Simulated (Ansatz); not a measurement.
**AlNH (quartet): wave-function methods side by side at distance Al1–H3 = 3.553 Å, 6-31G**

Aim: climb from Hartree-Fock through coupled cluster and multireference methods for AlNH (quartet) at one geometry and basis, and see what each rung misses.

The runs use Ansatz 0.2.0, Gaussian basis; 6-31G, core rule «outside noble gas», up to 6 orbitals frozen.

To be run: UHF; CCSD(T) on ROHF; CCSD(T) on UHF; BCCD(T) on ROHF; CISD; CCSDT(Q) on ROHF; CCSDT(Q) on UHF; CCSDTQ on ROHF; CASSCF and MRCISD+Q, 5 electrons in 5 orbitals; CASSCF and NEVPT2, 5 electrons in 5 orbitals; CASSCF and MRCISD+Q, 9 electrons in 9 orbitals; CASSCF and NEVPT2, 9 electrons in 9 orbitals; Full CI; Full CI in the symmetry of the determinant.

13 further runs of the same task are left out: 10 that didn't finish, 3 set aside as unsound or not needed.

**1. What is computed**

The geometry derives from a PBE0/def2-TZVP stationary point (not a proven minimum). One bond is set to the value named and the two fragments are kept rigid.

3 atoms, charge 0, spin multiplicity 4.

Atoms are counted from 1 here; the program's logs count them from 0.

Bond lengths: Al1–N2 1.919 Å.

**2. UHF**

in.yaml

```yaml
crystal:
  periodic: [false, false, false]
  atoms:
    - {symbol: Al, position_ang: [0.000000, -0.145472, 0.594959]}
    - {symbol: N, position_ang: [0.000000, 0.066716, -1.312209]}
    - {symbol: H, position_ang: [0.000000, 2.967025, 2.308485]}
basis:
  gaussian: {orbitals: 6-31G}
magnetization: {spin_polarized: true, initial_magnetization: 3}
hamiltonian: {xc: hf}
output: {orbitals: {seedname: orbitals}}
```

Run with:

```
> ansatz run in.yaml --threads 1 --pin off --events-out ev --progress --plain --max-ram 2393MiB
```

After this run come: CCSD(T) on ROHF; CCSD(T) on UHF; BCCD(T) on ROHF; CISD; CCSDT(Q) on ROHF; CCSDT(Q) on UHF; CCSDTQ on ROHF; CASSCF and MRCISD+Q, 5 electrons in 5 orbitals; CASSCF and NEVPT2, 5 electrons in 5 orbitals; CASSCF and MRCISD+Q, 9 electrons in 9 orbitals; CASSCF and NEVPT2, 9 electrons in 9 orbitals; Full CI; Full CI in the symmetry of the determinant.

**Question.** What will the summary of the whole plan be? Wanted: FCI below the RHF energy; UMP2 from FCI; UCCSD(T) from FCI; UCCSDT(Q) from FCI; MRCISD+Q pair from FCI; NEVPT2 valence from FCI; MRCISD+Q valence from FCI; T1 diagnostic; effectively unpaired electrons.

As calculated:

```
                         quantity            value
         FCI below the RHF energy       -2.9632 eV
                    UMP2 from FCI  +17.66 kcal/mol
                UCCSD(T) from FCI   +1.48 kcal/mol
               UCCSDT(Q) from FCI   +1.38 kcal/mol
           MRCISD+Q pair from FCI   +1.08 kcal/mol
          NEVPT2 valence from FCI   +8.85 kcal/mol
        MRCISD+Q valence from FCI   +1.06 kcal/mol
levels within 1 kcal/mol (43 meV)             none
                    T1 diagnostic            0.076
   effectively unpaired electrons             3.15
```

What this shows: UCCSD(T) misses by +1.48 kcal/mol, 2.2 % of the correlation energy. The occupations are near whole numbers, but T1 = 0.076 shows that the orbitals relax strongly. Of the multireference levels listed MRCISD+Q valence comes nearest in total energy (+1.06 kcal/mol), which doesn't show that its space is the better one. The lowest state has another symmetry than the determinant, whose own symmetry lies 0.01 eV higher, so single-reference misses include that gap. Coupled cluster took another determinant than the lowest Hartree-Fock one. These misses are within one basis, not against nature; the frozen cores of restricted and unrestricted runs differ, which can shift their rows.
